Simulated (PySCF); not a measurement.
Process, species as SMILES: C (CH4) → [CH3-] + H+
B3LYP-D3(BJ)/def2-TZVP geometries, fixed; electronic energies without zero-point terms.

Effect of the atomic grid (radial, angular points) at r2SCAN/def2-SVP with PySCF, against the last row, where the deprotonation energy is 445.42 kcal/mol.

```json
[
 {"setting": "atom_grid: 30, 110, unpruned", "grid points, largest species": "16504", "largest shift of a total energy (mEh)": "-0.637", "shift of the deprotonation energy (kcal/mol)": "0.067"},
 {"setting": "atom_grid: 50, 194, unpruned", "grid points, largest species": "48504", "largest shift of a total energy (mEh)": "-0.027", "shift of the deprotonation energy (kcal/mol)": "-0.004"},
 {"setting": "atom_grid: 75, 302, unpruned", "grid points, largest species": "113256", "largest shift of a total energy (mEh)": "-0.008", "shift of the deprotonation energy (kcal/mol)": "-0.004"},
 {"setting": "atom_grid: 99, 590, unpruned", "grid points, largest species": "292056", "largest shift of a total energy (mEh)": "-0.005", "shift of the deprotonation energy (kcal/mol)": "-0.001"},
 {"setting": "atom_grid: 150, 974, unpruned", "grid points, largest species": "730504", "largest shift of a total energy (mEh)": "0.000", "shift of the deprotonation energy (kcal/mol)": "0.000"}
]
```

Within 0.05 kcal/mol in the deprotonation energy: atom_grid: 50, 194, unpruned; atom_grid: 75, 302, unpruned; atom_grid: 99, 590, unpruned. The largest shift is 0.637 mEh in a total energy and 0.067 kcal/mol in the difference.
